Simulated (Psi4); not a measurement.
# BH2SCl (SMILES SBCl): a first try and a second

Aim: the energy of BH2SCl at BP86/3ZaPa-NR (density fitting).

The results are computed with Psi4 1.11.

3 further runs of the same task are left out: 3 set aside as unsound or not needed.

## Step 1: The structure to begin with

BH2SCl: 5 atoms, total charge 0, spin state singlet. SMILES: `SBCl`. The shape is that of a PBE0-D4/def2-TZVP optimisation. This is one conformer, not always the lowest.

Bond lengths: S1–B2 1.779 Å, B2–Cl3 1.745 Å, S1–H4 1.343 Å, B2–H5 1.189 Å. Angles: S1–B2–Cl3 118.6°, S1–B2–H5 122.1°, Cl3–B2–H5 119.3°, B2–S1–H4 96.0°.

## Step 2: Try one

File bclh2s.in:

```
memory 1600 mb

molecule geom {
  0 1
  S     -1.294500    -0.008800    -0.323500
  B     -1.137600     1.248200    -0.777100
  Cl     0.888700    -1.738900     0.868900
  H     -1.157600     1.248200    -0.777100
  H      1.210400     0.643400     0.025700
  no_reorient
  no_com
}

set basis 3ZaPa-NR

energy("bp86")
print_variables()
```

Run with:

```
psi4 bclh2s.in bclh2s.out -n 1
```

bclh2s.out:

```text
Psi4 1.11 release

qcelemental.exceptions.ValidationError: Following atoms are too close: [(1, np.int64(3), np.float64(0.020000000000000018))]

Printing out the relevant lines from the Psithon --> Python processed input file:
    from psi4.driver.wrapper_database import database, db, DB_RGT, DB_RXN
    from psi4.driver.wrapper_autofrag import auto_fragments
    psi4_io = core.IOManager.shared_object()
    core.set_memory_bytes(1600000000)

--> geom = geometry("""
      0 1
      S     -1.294500    -0.008800    -0.323500
      B     -1.137600     1.248200    -0.777100
      Cl     0.888700    -1.738900     0.868900
      H     -1.157600     1.248200    -0.777100

!----------------------------------------------------------------------------------!
!                                                                                  !
!  Following atoms are too close: [(1, np.int64(3),                                !
!     np.float64(0.020000000000000018))]                                           !
!                                                                                  !
!----------------------------------------------------------------------------------!

    Psi4 run time: 0:00:00.00
```

Run time: 0.66 s. Hardware: 1 thread of Intel Xeon 6975P-C (Granite Rapids), shared host; peak memory 0.13 GiB.

## Step 3: Reading the log

The input was rejected.

The telling line is `Following atoms are too close: [(1, np.int64(3),`. What is wrong: two atoms lie on top of or far too near each other. As the program read them, the closest atoms are 0.02 Å apart, against 1.19 Å in the sound input.

## Step 4: The mended input

File bclh2s.dat:

```
memory 1.6 GB

molecule system {
  0 1
  S     -1.294500    -0.008800    -0.323500
  B      0.402900    -0.217800     0.164700
  Cl     0.888700    -1.738900     0.868900
  H     -1.157600     1.248200    -0.777100
  H      1.210400     0.643400     0.025700
  no_reorient
  no_com
}

set basis 3ZaPa-NR

energy("bp86")
```

Run with:

```
psi4 bclh2s.dat bclh2s.out -n 1
```

bclh2s.out:

```text
[...]
  Running in c1 symmetry.
[...]
  Nuclear repulsion =  115.979431471867386
[...]
  Multiplicity = 1
[...]
  Nalpha       = 20
  Nbeta        = 20
[...]
    Number of basis functions: 171
[...]
   @DF-RKS iter   1:  -884.41259543823526   -1.01067e-02   3.78328e-03 DIIS/ADIIS
[...]
   @DF-RKS iter   9:  -884.64106980860470   -7.11930e-08   5.84899e-07 DIIS
[...]
    Orbital Energies [Eh]
    ---------------------
    Doubly Occupied:
       1A   -100.761981     2A    -88.156734     3A     -9.199779
       4A     -7.711998     5A     -7.021357     6A     -7.016884
       7A     -7.014497     8A     -6.586678     9A     -5.734171
      10A     -5.729462    11A     -5.728008    12A     -0.780100
      13A     -0.699287    14A     -0.468042    15A     -0.413148
      16A     -0.367167    17A     -0.330284    18A     -0.327450
      19A     -0.276326    20A     -0.266944
[...]
  @DF-RKS Final Energy:  -884.64106980860470
   => Energetics <=
    Nuclear Repulsion Energy =            115.9794314718673860
    One-Electron Energy =               -1450.3160969546001979
    Two-Electron Energy =                 508.4919406897377030
    DFT Exchange-Correlation Energy =     -58.7963450156096599
    Empirical Dispersion Energy =           0.0000000000000000
    VV10 Nonlocal Energy =                  0.0000000000000000
    Total Energy =                       -884.6410698086046978
[...]
 Multipole Moments:
 ------------------------------------------------------------------------------------
     Multipole            Electronic (a.u.)      Nuclear  (a.u.)        Total (a.u.)
 ------------------------------------------------------------------------------------
 L = 1.  Multiply by 2.5417464519 to convert [e a0] to [Debye]
 Dipole X            :          6.5618402           -6.6835834           -0.1217431
 Dipole Y            :         55.1203221          -54.6121402            0.5081820
 Dipole Z            :        -18.4944496           18.2687383           -0.2257112
 Magnitude           :                                                    0.5692239
[...]
```

It took 6.3 s on 1 thread of Intel Xeon 6975P-C (Granite Rapids), shared host; peak memory 0.83 GiB.

## Step 5: Outcome

Level: BP86/3ZaPa-NR (density fitting).

```
     quantity          value
 total energy  -884.64107 Eh
dipole moment         1.45 D
  HOMO energy       -7.26 eV
  LUMO energy       -2.38 eV
HOMO–LUMO gap        4.88 eV
```
